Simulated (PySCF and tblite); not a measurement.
Values are calculated unless marked as measured or tabulated.
C5H12, numbered as in [CH3:1][CH2:2][CH2:3][CH2:4][CH3:5]. The same 4 conformers on PBE0-D3(BJ)/def2-SVP geometries, with only the basis set of the single-point energies changed (functional PBE0, solvent none (gas phase), D3(BJ) where defined; PySCF).

Torsions listed: C1–C2–C3–C4, C2–C3–C4–C5. Of a mirror pair one member is shown.

| conformer | shape | symmetry | dipole D |
| --- | --- | --- | --- |
| 1 | -177°, -65° | C1 (pair) | 0.08 |
| 2 | 180°, 180° | C2v | 0.09 |
| 3 | 60°, 60° | C2 (pair) | 0.07 |
| 4 | -63°, 88° | C1 (pair) | 0.15 |

Energies (kcal/mol) above conformer 1 and its weight at 298.15 K (thermal terms from GFN2-xTB):

```tsv
basis set	E(2) − E(1)	E(3) − E(1)	E(4) − E(1)	weight of 1 (%)
def2-TZVP	-0.61	0.40	2.27	48
6-31G*	-0.55	0.31	2.22	50
def2-SVP	-0.54	0.24	2.11	49
pcseg-1	-0.54	0.29	2.17	50
6-311G**	-0.52	0.28	2.17	50
def2-SVPD	?	?	?	?
pcseg-2	-0.62	0.40	2.28	48
```

What does def2-SVPD give?

E(2) − E(1) = -0.52 kcal/mol, E(3) − E(1) = 0.28 kcal/mol, E(4) − E(1) = 2.10 kcal/mol, weight of conformer 1 51 %.

How much does the choice of basis set matter?

The widest range is that of E(4) − E(1), which runs from 2.10 (def2-SVPD) to 2.28 kcal/mol (pcseg-2), a spread of 0.18, against RT = 0.59.
